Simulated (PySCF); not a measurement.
## Potential energy of SH⁺ along the bond

Set-up: PySCF, no relativity, basis sets H def2-TZVP, S def2-TZVP. Energies in eV from H + S⁺ in their ground configurations at the same level. State: ³Σ⁻ (triplet), unpaired electrons π ↑↑.

```tsv
R (Å)	PBE0
1.178	-3.199
1.233	-3.527
1.288	-3.716
1.329	-3.785
1.370	-3.806
1.411	-3.787
1.466	-3.712
1.534	-3.561
1.617	-3.322
1.726	-2.948
```

Problem. Put a parabola through the three lowest points of the PBE0 curve and estimate Re, k and ωe (reduced mass 0.977 u; 1 eV/Å² = 0.16022 mdyn/Å; ωe = 1302.8·√(k/μ) cm⁻¹).

Solution. Through R = 1.329, 1.37, 1.411 Å the second-order coefficient is 11.9 eV/Å², so Re ≈ 1.371 Å, k ≈ 3.81 mdyn/Å and ωe ≈ 2574 cm⁻¹. A polynomial fit of higher order to the unrounded PBE0 energies gives Re = 1.369 Å, k = 3.77 mdyn/Å, ωe = 2558 cm⁻¹; anharmonicity and rounding make the difference.

The higher-order fit for each curve: PBE0: Re = 1.369 Å, ωe = 2558 cm⁻¹, De = 3.81 eV.

For an ion De counts to the pair picked by the measured ionisation energies or electron affinities, which need not be the lowest pair at this level. The state was picked by a PBE0 search and need not be the measured ground state.
